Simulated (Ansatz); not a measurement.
`OF`, 3 atoms. Total charge 0; spin multiplicity 1. Hardware: A = 2 threads of an AMD EPYC 7R13 on a shared host; B = 2 threads of an AMD EPYC 7R13 on a shared host and a share of an NVIDIA H100 80 GB. Correlated methods freeze the cores. Open-shell runs search over several starts.

(1) How many basis functions does each run have, and how long does it take in Ansatz? RKS BHLYP-D4/def2-TZVPP energy [A]; UKS ωB97X-V/def2-TZVPP energy of the cation [A]; UKS PBE0-D4/def2-TZVPP energy of the cation [A]; RKS B97M-V/def2-TZVPP energy [A]; direct RPA on PBE orbitals/def2-TZVPP energy [A]; UKS ωB97M-V/def2-TZVPP energy of the cation [A]; RHF-CCSD(T)/def2-SVP energy [A]; UKS B3LYP-D4/def2-TZVPP energy of the cation [A]; RKS ωB97M-V/def2-QZVPP energy [A]; RHF-CCSD(T)/cc-pV(Q+d)Z energy [A]; UHF-CCSD(T)/def2-QZVPP energy of the cation [B]; RKS ωB97M-V/def2-SVP energy [A]. (Best estimate.)

## Answers

(1) The calculation gave: Other jobs shared the machine, so times are rough.

| level | job | functions | wall time | peak host memory (GiB) |
| --- | --- | --- | --- | --- |
| RHF-CCSD(T)/def2-SVP | energy [A] | 33 | 0.25 s | 0.16 |
| RKS BHLYP-D4/def2-TZVPP | energy [A] | 76 | 0.4 s | 0.16 |
| direct RPA on PBE orbitals/def2-TZVPP | energy [A] | 76 | 0.55 s | 0.16 |
| UKS B3LYP-D4/def2-TZVPP | energy of the cation [A] | 76 | 0.6 s | 0.16 |
| UKS PBE0-D4/def2-TZVPP | energy of the cation [A] | 76 | 0.61 s | 0.16 |
| RKS ωB97M-V/def2-SVP | energy [A] | 33 | 0.66 s | 0.16 |
| RKS B97M-V/def2-TZVPP | energy [A] | 76 | 0.86 s | 0.16 |
| UKS ωB97X-V/def2-TZVPP | energy of the cation [A] | 76 | 1.6 s | 0.17 |
| UKS ωB97M-V/def2-TZVPP | energy of the cation [A] | 76 | 1.6 s | 0.19 |
| RKS ωB97M-V/def2-QZVPP | energy [A] | 144 | 1.6 s | 0.21 |
| RHF-CCSD(T)/cc-pV(Q+d)Z | energy [A] | 140 | 4.9 s | 0.65 |
| UHF-CCSD(T)/def2-QZVPP | energy of the cation [B] | 144 | 7.5 s | 0.82 |

B3LYP here is the variant with VWN-RPA as its local correlation; programs differ in this.
